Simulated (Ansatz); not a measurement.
`C=CC(F)(F)F` + H₂ → `C=CC(F)F` + H–F at 400 K and 1 bar (hydrogenolysis of a C–F bond).

Computed with Ansatz on PBE0-D4/def2-TZVP structures; ΔE is electronic, products minus reactants. CCSD(T)/CBS adds triple-zeta CCSD(T) − MP2 to the extrapolated MP2 energy (def2 sets, frozen cores). This one scheme is used for every species. One conformer a species, not always the lowest.

| species | CCSD(T)/CBS energy (Eh) | H − E (kJ/mol) | S (J/(mol·K)) |
| --- | --- | --- | --- |
| `C=CC(F)(F)F` | -415.32046 | 178.5 | 346.0 |
| H₂ | -1.17544 | 38.0 | 139.0 |
| `C=CC(F)F` | -316.11853 | 197.3 | 327.9 |
| H–F | -100.39570 | 36.5 | 182.2 |

H − E and S are ideal-gas, rigid-rotor, harmonic terms from PBE0-D4/def2-TZVP, for one conformer and one mirror image of each species. The MP2-based limit puts H₂ 0.8 mEh under its directly extrapolated value; such offsets cancel only in part. 1 Eh = 2625.50 kJ/mol, R = 8.31446 J/(mol·K).

Task: By hand: ΔE, ΔH, ΔS and ΔG.

Result: ΔE = (-316.11853) + (-100.39570) − (-415.32046) − (-1.17544) = -0.01833 Eh = -48.1 kJ/mol. Δ(H − E) = 197.3 + 36.5 − 178.5 − 38.0 = 17.3, so ΔH = -30.8 kJ/mol. ΔS = 327.9 + 182.2 − 346.0 − 139.0 = 25.1 J/(mol·K). ΔG = -30.8 − 400 × (25.1)/1000 = -40.8 kJ/mol.

Task: By hand: the equilibrium constant, and the temperature at which ΔG would vanish if ΔH and ΔS stayed fixed.

Result: log₁₀ K = −ΔG/(RT ln 10) = 5.3. ΔH and −TΔS have one sign here, so there is no such temperature.

ΔH outweighs TΔS. A doubt of 5 kJ/mol in ΔE shifts log₁₀ K by 0.7 here. Other conformers and mirror images would add mixing entropy, several J/(mol·K) or more a flexible species. These are equilibria of isolated gas molecules and say nothing of rates. Largest T1 diagnostic: 0.012 (customary marks: 0.02 for closed shells, 0.045 for open ones).
